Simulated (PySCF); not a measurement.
**U-r2SCAN/STO-3G run of quartet AlO**

We compute the energy of quartet AlO. 

Program for the calculation: PySCF 2.14.0.

17 further runs of the same task are left out: 7 that didn't finish, 10 set aside as unsound or not needed.

## Step 1: The molecule

AlO has 2 atoms, charge 0, and is taken as a quartet. SMILES of the parent species: `[O]=[Al]`. The shape is that of a PBE0-D4/def2-TZVP optimisation. That shape belongs to the parent species and isn't relaxed for this state.

Bond lengths: O1–Al2 1.620 Å.

## Step 2: A single-point energy at U-r2SCAN/STO-3G

Input file run.py:

```python
from pyscf import gto, dft

system = gto.Mole()
system.atom = '''
O        0.000000       0.000000      -0.024920
Al       0.000000       0.000000       1.594970
'''
system.charge = 0
system.spin = 3
system.max_memory = 1860
system.verbose = 4
system.basis = 'sto-3g'
system.build()

mf = dft.UKS(system, xc='r2scan')
mf.grids.level = 5
mf.conv_tol = 1e-10
mf.kernel()
if not mf.converged:
    mf = mf.newton().run(mf.mo_coeff, mf.mo_occ)

energy = mf.e_tot
print('E = %.10f Eh' % energy)
```

On the command line:

```sh
$ OMP_NUM_THREADS=1 python run.py
```

Log:

```text
PySCF version 2.14.0

[INPUT] num. atoms = 2
[INPUT] num. electrons = 21
[INPUT] charge = 0
[INPUT] spin (= nelec alpha-beta = 2S) = 3
[INPUT] symmetry False subgroup None
[INPUT] Mole.unit = angstrom
[INPUT] Symbol           X                Y                Z      unit          X                Y                Z       unit  Magmom
[INPUT]  1 O      0.000000000000   0.000000000000  -0.024920000000 AA    0.000000000000   0.000000000000  -0.047091975024 Bohr   0.0
[INPUT]  2 Al     0.000000000000   0.000000000000   1.594970000000 AA    0.000000000000   0.000000000000   3.014056476898 Bohr   0.0

nuclear repulsion = 33.9741772192433
number of shells = 8
number of NR pGTOs = 42
number of NR cGTOs = 14
basis = sto-3g
ecp = {}

******** <class 'pyscf.dft.uks.UKS'> ********
method = UKS
initial guess = minao
damping factor = 0
level_shift factor = 0
DIIS = <class 'pyscf.scf.diis.CDIIS'>
diis_start_cycle = 1
diis_space = 8
diis_damp = 0
SCF conv_tol = 1e-10
SCF conv_tol_grad = None
SCF max_cycles = 50
direct_scf = True
direct_scf_tol = 1e-13
number electrons alpha = 12  beta = 9
XC library pyscf.dft.libxc version 7.0.0
    S. Lehtola, C. Steigemann, M. J.T. Oliveira, and M. A.L. Marques.,  SoftwareX 7, 1–5 (2018)
XC functionals = r2scan
    J. W. Furness, A. D. Kaplan, J. Ning, J. P. Perdew, and J. Sun.,  J. Phys. Chem. Lett. 11, 8208-8215 (2020)
    J. W. Furness, A. D. Kaplan, J. Ning, J. P. Perdew, and J. Sun.,  J. Phys. Chem. Lett. 11, 9248-9248 (2020)
    J. W. Furness, A. D. Kaplan, J. Ning, J. P. Perdew, and J. Sun.,  J. Phys. Chem. Lett. 11, 8208-8215 (2020)
    J. W. Furness, A. D. Kaplan, J. Ning, J. P. Perdew, and J. Sun.,  J. Phys. Chem. Lett. 11, 9248-9248 (2020)
radial grids:
    Treutler-Ahlrichs [JCP 102, 346 (1995); DOI:10.1063/1.469408] (M4) radial grids

[... 10 lines left out ...]
[... the frontier-level lines of each cycle are left out ...]
[... 1 line left out ...]
[... 1 line left out ...]
[... 5 lines left out ...]
[... 5 lines left out ...]
[... 5 lines left out ...]
[... 5 lines left out ...]
[... 5 lines left out ...]
[... 5 lines left out ...]
[... 5 lines left out ...]
[... 5 lines left out ...]
[... 5 lines left out ...]
[... 5 lines left out ...]
[... 5 lines left out ...]
[... 5 lines left out ...]
[... 5 lines left out ...]
[... 5 lines left out ...]
[... 5 lines left out ...]

cycle= 16 E= -313.352227711586  delta_E= -2.81e-10  |g|= 6.9e-06  |ddm|= 2.99e-05


cycle= 17 E= -313.352227781922  delta_E= -7.03e-08  |g|= 6.18e-06  |ddm|= 0.00958


cycle= 18 E= -313.352227994575  delta_E= -2.13e-07  |g|= 1.51e-05  |ddm|= 0.0543


cycle= 19 E= -313.35222799378  delta_E= 7.95e-10  |g|= 1.45e-05  |ddm|= 0.000971


cycle= 20 E= -313.352227985188  delta_E= 8.59e-09  |g|= 9.53e-06  |ddm|= 0.0067


cycle= 21 E= -313.352227997504  delta_E= -1.23e-08  |g|= 1.12e-05  |ddm|= 0.016


cycle= 22 E= -313.352227997982  delta_E= -4.78e-10  |g|= 1.2e-06  |ddm|= 0.00103


cycle= 23 E= -313.352227998003  delta_E= -2.13e-11  |g|= 9.12e-09  |ddm|= 0.000522


Extra cycle  E= -313.352227998003  delta_E= 1.14e-13  |g|= 8.3e-09  |ddm|= 1.25e-07
converged SCF energy = -313.352227998003  <S^2> = 3.7517197  2S+1 = 4.0008598
E = -313.3522279980 Eh
```

Run time: 5.1 s. Hardware: 1 thread of Arm Neoverse V2, shared host; peak memory 0.18 GiB.

## Step 3: Summary of results

Level: U-r2SCAN/STO-3G.

| quantity | value |
| --- | --- |
| total energy | -313.35223 Eh |
| dipole moment | 1.65 D |
| ⟨S²⟩ | 3.752 |
